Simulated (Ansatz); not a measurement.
Reaction (hydrogenolysis of a C–C bond): `C/C(O)=C/CCl` + H₂ → `C=C(C)O` + `CCl`

Isolated molecules relaxed with PBE0-D4/def2-TZVP in Ansatz; ΔE leaves out vibrations. CCSD(T)/CBS adds triple-zeta CCSD(T) − MP2 to the extrapolated MP2 energy (def2 sets, frozen cores). This one scheme is used for every species. DFT in def2-TZVPP. One conformer a species, not always the lowest.

| level | ΔE (eV) |
| --- | --- |
| PBE0-D4 | -0.52 |
| PBE0 | -0.59 |
| MP2/def2-TZVPP | -0.48 |
| SCS-MP2/def2-TZVPP | -0.54 |
| CCSD(T)/def2-TZVPP | -0.54 |
| HF/def2-QZVPP | -0.82 |
| SCS-MP2/def2-QZVPP | -0.53 |
| HF/CBS(def2) | -0.82 |

**Question.** What does CCSD(T)/CBS give? (An estimate is asked.)

**Answer.** Ansatz gave: -0.53 eV. The listed levels differ from it by 0.01, -0.06, 0.05, -0.01, -0.01, -0.29, 0.00, -0.29 eV.

Largest T1 diagnostic among the species: 0.012.

The D4 term adds +0.12 eV with B3LYP and +0.07 eV with PBE0; it sums over pairs of atoms, weighted by their polarisabilities, and B3LYP, whose exchange is more repulsive, gets the larger term. In def2-TZVPP, CCSD(T) changes the Hartree–Fock value by +0.28 eV (the triples alone add +0.06 eV) and MP2 by +0.34 eV.

B3LYP here is the variant with VWN-RPA as its local correlation; programs differ in this.
